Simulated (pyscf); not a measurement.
# Four-centre exchange: H₃Si–S–SiH₃ (SMILES [SiH3]S[SiH3]) + HF (SMILES F) -> F–SiH₃ (SMILES F[SiH3]) + H₃Si–SH (SMILES [SiH3]S)

Gas phase, singlet surface, charge 0. Bonds broken: Si1–S2, F10–H11. Bonds formed: Si1–F10, S2–H11. Structures and frequencies: ωB97X-D3(BJ)/def2-SVP in PySCF.

Transition state (Å):

```xyz
11

Si    -2.4173     0.7373    -0.0920
S     -0.8327    -0.8722     0.8346
Si     0.7786    -0.2127    -0.4525
H     -3.7665     1.0600     0.4486
H     -2.7571    -0.2939    -1.1330
H     -1.6945     1.7683    -0.8857
H      1.9605    -1.0701    -0.1785
H      0.3339    -0.3735    -1.8614
H      1.0715     1.2111    -0.1456
F     -1.7105     1.4604     1.5058
H     -0.9976     0.4206     1.6062
```

One imaginary mode, 887i cm⁻¹; descent along it reached the two sides named, in the forms told below.

```json
[
 {"bond": "Si1–S2", "change": "breaks", "reactant side (Å)": "2.164", "saddle": "2.441", "product side": "3.5"},
 {"bond": "F10–H11", "change": "breaks", "reactant side (Å)": "0.935", "saddle": "1.265", "product side": "2.410"},
 {"bond": "Si1–F10", "change": "forms", "reactant side (Å)": "3.1", "saddle": "1.891", "product side": "1.641"},
 {"bond": "S2–H11", "change": "forms", "reactant side (Å)": "2.246", "saddle": "1.515", "product side": "1.346"}
]
```

Electronic energies relative to the separated reactants (kcal/mol):

```
level                   barrier  reaction energy  reverse barrier
----------------------  -------  ---------------  ---------------
ωB97X-D3(BJ)/def2-TZVP     24.3            -13.0             37.4
PBE/def2-TZVP              17.8            -15.3             33.1
r²SCAN/def2-TZVP           19.6            -16.7             36.3
B3LYP-D3(BJ)/def2-TZVP     22.4            -17.0             39.4
PBE0-D3(BJ)/def2-TZVP      21.8            -13.5             35.3
M06-2X/def2-TZVP           24.7            -17.1             41.8
ωB97M-D3(BJ)/def2-TZVP     23.3            -16.9             40.2
HF/def2-TZVP               43.6            -22.3             65.9
```

With ωB97M-D3(BJ)/def2-TZVP energies and thermal terms (ideal gas, 1 atm, RRHO with modes under 100 cm⁻¹ raised to 100, one conformer, R ln 2 for chiral ones without a mode under 150 cm⁻¹), in kcal/mol:

```tsv
T (K)	ΔH‡	ΔG‡	ΔH	ΔG
298	21.6	31.3	-17.8	-18.8
600	21.3	41.4	-18.6	-19.4
900	21.6	51.4	-19.0	-19.7
1200	22.0	61.2	-19.3	-19.9
```

On the reactant side the descent ends in a complex, 5.8 kcal/mol under the separated species and 30.1 kcal/mol under the saddle at ωB97X-D3(BJ)/def2-TZVP. This is the saddle that the search found; another between the same sides may lie lower.
